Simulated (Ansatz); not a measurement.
in.yaml

```yaml
crystal:
  periodic: [false, false, false]
  atoms:
    - {symbol: W, position_ang: [0.000000, 0.000000, 0.000000]}
    - {symbol: H, position_ang: [0.000000, 0.000000, 2.059000]}
basis:
  gaussian: {orbitals: def2-TZVPP}
total_charge: 1
magnetization: {spin_polarized: false, initial_magnetization: 6}
correlation: {method: ccsdt_q, electrons: outside_noble_gas}
```

```sh
$ ansatz run in.yaml --threads 2 --pin off --events-out ev --progress --plain --max-ram 24576MiB --backend cuda --devices 0, --max-vram 18GiB
```

The program prints:

```
821 factors; integrals over basis functions are off by at most 2.0e-7 eV
mean field evaluation 1: about -1810.5838 eV, gradient 1.8e1 eV
mean field evaluation 2: about -1810.5902 eV, gradient 1.8e1 eV
mean field evaluation 4: about -1812.3869 eV, gradient 2.6e0 eV
mean field evaluation 8: about -1812.4331 eV, gradient 1.3e-1 eV
mean field evaluation 16: about -1811.1770 eV, gradient 1.5e0 eV
mean field evaluation 32: about -1811.2093 eV, gradient 2.0e-3 eV
mean field evaluation 64: about -1811.2093 eV, gradient 2.8e-6 eV
mean field evaluation 96: about -1811.0489 eV, gradient 1.6e0 eV
mean field evaluation 128: about -1811.2093 eV, gradient 2.2e-3 eV
mean field evaluation 160: about -1811.0804 eV, gradient 2.5e-2 eV
mean field evaluation 192: about -1811.2093 eV, gradient 1.6e-2 eV
mean field evaluation 224: about -1811.2093 eV, gradient 1.4e-6 eV
mean field -1812.43331728 eV, -66.6056958988 hartree, gradient 3.3e-6 eV, S^2 12.000000; 11 other end points of the search recorded, 0 dependent functions left out
mean field evaluation 256: about -1811.3494 eV, gradient 1.5e-4 eV
determinant -1812.43331728 eV, -66.6056958988 hartree, with singles and doubles -1814.26727783 eV, -66.6730927056 hartree
determinant -1811.20926694 eV, -66.5607128783 hartree, with singles and doubles -1812.83064978 eV, -66.6202975988 hartree
determinant -1811.08041920 eV, -66.5559778113 hartree, with singles and doubles -1812.68453880 eV, -66.6149281193 hartree
determinant -1810.90810562 eV, -66.5496454040 hartree, with singles and doubles -1812.63751130 eV, -66.6131998904 hartree
4 core orbitals not correlated: weight in the atoms' cores, before any rotation towards them, 1.000 or more for the frozen orbitals, at most 0.000 for the correlated occupied ones
reference -1812.43331728 eV, -66.6056958988 hartree; 6, 0 occupied and 60, 66 virtual orbitals, 821 factors
second order -1.58627912 eV of doubles, -0.00000983 eV of singles
cycle   1  -1.77261411 eV  change   -1.9e-1 eV  update   3.4e-2
cycle   2  -1.87379085 eV  change   -1.0e-1 eV  update   1.6e-2
cycle   3  -1.87145481 eV  change    2.3e-3 eV  update   6.8e-3
cycle   4  -1.87093272 eV  change    5.2e-4 eV  update   4.1e-3
cycle   5  -1.87332902 eV  change   -2.4e-3 eV  update   2.8e-3
cycle   6  -1.87328258 eV  change    4.6e-5 eV  update   1.1e-3
cycle   7  -1.87349353 eV  change   -2.1e-4 eV  update   4.1e-4
cycle   8  -1.87329454 eV  change    2.0e-4 eV  update   1.5e-4
cycle   9  -1.87333488 eV  change   -4.0e-5 eV  update   4.5e-5
cycle  10  -1.87334024 eV  change   -5.4e-6 eV  update   1.4e-5
cycle  11  -1.87333842 eV  change    1.8e-6 eV  update   5.5e-6
cycle  12  -1.87333560 eV  change    2.8e-6 eV  update   2.1e-6
cycle  13  -1.87333521 eV  change    3.9e-7 eV  update   5.7e-7
perturbative correction -0.00054710 eV, -0.0000201057 hartree
Total energy: -1814.30719959 eV, -66.6745598035 hartree
```

Ran on 2 threads of AMD EPYC 7R13 with a shared H100 80 GB, shared host: 15 s wall, 0.8 GiB peak host memory.
